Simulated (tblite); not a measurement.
Species: C₅H₇Cl.
Cartesian coordinates in Å at the GFN2-xTB level; atoms count from 1:
```
atom  x, y, z in Å
C1     1.9772    0.0470    0.4688
C2     0.9151   -0.7258    0.2756
C3    -0.4613   -0.2723    0.1218
C4    -1.4586   -1.1483   -0.0096
C5    -0.7437    1.1975    0.1330
Cl6   -0.5820    1.8431    1.8035
H7     1.9158    1.1190    0.5418
H8     2.9609   -0.3768    0.5785
H9     1.0396   -1.7999    0.2280
H10   -2.4833   -0.8356   -0.1158
H11   -1.2785   -2.2097   -0.0149
H12   -1.7652    1.4072   -0.1803
H13   -0.0404    1.7552   -0.4840
```

Method: GFN2-xTB as coded in tblite; computed harmonic values from a numerical Hessian at the method's own geometry, unscaled. The method is semi-empirical: single wavenumbers can be off by several per cent or more. One conformer, not necessarily the lowest.

Harmonic wavenumbers (cm⁻¹): 72.7, 119.2, 162.9, 296.4, 402.7, 426.6, 523.8, 611.9, 743.4, 744.4, 834.7, 892.2, 900.1, 915.2, 961.1, 1010.0, 1031.5, 1118.5, 1221.2, 1293.7, 1295.0, 1405.6, 1412.3, 1444.3, 1662.6, 1673.2, 2985.5, 2995.2, 3058.0, 3107.5, 3112.7, 3134.7, 3137.4.

A = 3720, B = 2324, C = 1593 MHz; mass 102.024 u (most abundant isotopes); point group C1, symmetry number 1.

Zero-point energy?

Half the sum of the wavenumbers: 22353 cm⁻¹ = 63.91 kcal/mol.

Entropy at 500 K, 1 bar (ideal gas, RRHO, classical rotation)?

Translation 42.37, rotation 29.09, vibration 28.23: S = 99.7 cal/(mol K).

And Cp and H(500 K) − H(0)?

Cp = 38.79 cal/(mol K), of which vibrations give 30.84 (their classical limit is 33 R = 65.6); H(500 K) − H(0) = 11.59 kcal/mol without the zero-point energy, 7.61 from vibrations.

How do the functions run with temperature in this model?

```tsv
T (K)	S (cal/(mol K))	Cp (cal/(mol K))	H − H(0) (kcal/mol)	G − H(0) (kcal/mol)	ln q(vib)
50	54.4	10.6	0.44	-2.28	0.17
100	62.7	13.6	1.05	-5.22	0.75
298.15	83.0	26.3	4.95	-19.79	3.51
373.15	89.4	31.4	7.12	-26.25	4.62
750	117.5	48.8	22.64	-65.47	10.35
1000	132.5	55.3	35.71	-96.77	13.96
```

q(vib) and H(0) count from the zero-point level.

Which modes carry the vibrational entropy at 500 K?

72.7 cm⁻¹: 5.10; 119.2 cm⁻¹: 4.12; 162.9 cm⁻¹: 3.51; 296.4 cm⁻¹: 2.36; 402.7 cm⁻¹: 1.80; 426.6 cm⁻¹: 1.70 cal/(mol K); the other 27 give 9.64 together.

Hindered rotation and anharmonicity are outside this model. Other conformers, if any are populated, would add a mixing term that is left out. The structure is chiral; the term R ln 2 for an equal mix with its mirror image is left out.

Hardware: one thread of an x86-64 server, on a shared host. This covers the Hessian and the dipole derivatives.
